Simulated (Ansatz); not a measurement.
```xyz
7

H    -0.0953    0.0276   -0.0724
O     1.1211    0.0342    0.0380
O    -1.1899   -0.0531    0.1095
H     1.6396    0.6948    0.5033
H    -1.5884   -0.7747    0.4960
H     1.7011   -0.2661   -0.6343
H    -1.7900    0.1855   -0.6631
```

RHF-MP2 on singlet H₅O₂(+) was run in several spherical basis sets with Ansatz (development build ahead of 0.2.0). Frozen core: 2 orbitals.

Rank the basis sets by the total energy that they give, lowest first, with the distance from the lowest.
A. cc-pVDZ
B. 6-31G
C. def2-SVP
D. STO-3G

A (0.00 eV), C (3.56 eV), B (6.18 eV), D (63.47 eV).

Totals follow the description of the cores as much as that of the bonds, so this order isn't one of quality for chemistry.
